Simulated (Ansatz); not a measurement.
## CH3P (phosphethene): the energy, rung by rung

The species is CH3P (5 atoms), meant as a singlet with charge 0. SMILES: `C=P`. The coordinates come from a GFN2-xTB relaxation.

```xyz
5

C    -0.2155   -0.4928    0.0910
P     0.7452    0.7767    0.5714
H    -0.3195   -1.3555    0.7292
H    -0.7609   -0.5268   -0.8368
H     0.5505    1.5984   -0.5548
```

Quantity: the energy change with the C1–P2 bond stretched from 1.663 to 2.079 Å, in eV. The values are calculated.

| level | kind | program | value (eV) | less FCI/STO-3G |
| --- | --- | --- | --- | --- |
| HF/STO-3G (restricted) | Hartree–Fock | Ansatz | 3.34 | +1.65 |
| revPBE/STO-3G (restricted) | GGA | Ansatz | 2.01 | +0.32 |
| r2SCAN/STO-3G (restricted) | meta-GGA | Ansatz | 2.27 | +0.58 |
| BHLYP/STO-3G (restricted) | global hybrid | Ansatz | 2.78 | +1.09 |
| CAM-B3LYP/STO-3G (restricted) | range-separated hybrid | Ansatz | 2.60 | +0.91 |
| B2PLYP/STO-3G (restricted) | double hybrid | Ansatz | 2.10 | +0.41 |
| RPA@PBE/STO-3G (restricted) | RPA | Ansatz | 1.85 | +0.16 |
| MP2/STO-3G (restricted) | perturbation theory | Ansatz | 1.98 | +0.29 |
| CCSDT(Q)/STO-3G (restricted) | coupled cluster or CI | Ansatz | 1.69 | 0.00 |
| FCI/STO-3G | exact in the basis | Ansatz | 1.69 | 0.00 |

FCI/STO-3G is exact within its basis and frozen core, so for wave-function methods in that basis the difference is their error; functionals converge differently with the basis, so for them it is only a difference. The first shape isn't each level's own minimum. The values span 1.69 to 3.34 eV. All rows use very small basis sets, so none should be taken for the real molecule's value.
